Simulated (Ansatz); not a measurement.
We consider bcc Rb, described by r²SCAN+rVV10 (Ansatz, a quantum-chemistry and plane-wave program, plane waves, PAW).

Settings: plane-wave cutoff 560 eV, 14×14×14 k mesh, Fermi–Dirac smearing 0.05 eV, scalar-relativistic PAW data made under PBE.

The volume scan:

```csv
V (Å³/atom),E − E_lowest (meV/atom),P (GPa)
86.257,3.18,0.194
88.092,1.37,0.123
89.927,0.34,0.059
91.763,0.00,0.000
93.598,0.30,-0.053
95.433,1.19,-0.101
97.268,2.61,-0.146
```

Problem. Estimate the bulk modulus from the pressures at 89.927 and 93.598 Å³/atom, and compare it with a fit to all energies.

Solution. B = −V dP/dV. Between V = 89.927 and 93.598 Å³/atom, dP/dV = (-0.053 − (0.059))/(93.598 − 89.927) = -0.0305 GPa per Å³/atom; at the midpoint 91.763 Å³/atom this gives B ≈ 2.80 GPa. The third-order Birch–Murnaghan fit gives V0 = 91.779 Å³/atom, B0 = 2.79 GPa, B′ = 3.7, which lies within 1 % of that estimate.

Measured, for comparison: bulk modulus 2.92 GPa (corrected for temperature and zero-point phonon effects, our sources range from 2.92 to 3.60; as tabulated in Levämäki et al. (2014), arXiv:1402.3671); equilibrium volume per atom 86.68 Å³/atom (low-temperature or extrapolated to 0 K; zero-point anharmonic expansion removed; as tabulated in Csonka et al. (2009), arXiv:0903.4037). Computed (rounded) less measured: bulk modulus not scored (sources differ), equilibrium volume per atom +5.9 %.

Computed values are for the static lattice.

Cost on a shared machine: roughly 2.2 core-minutes.
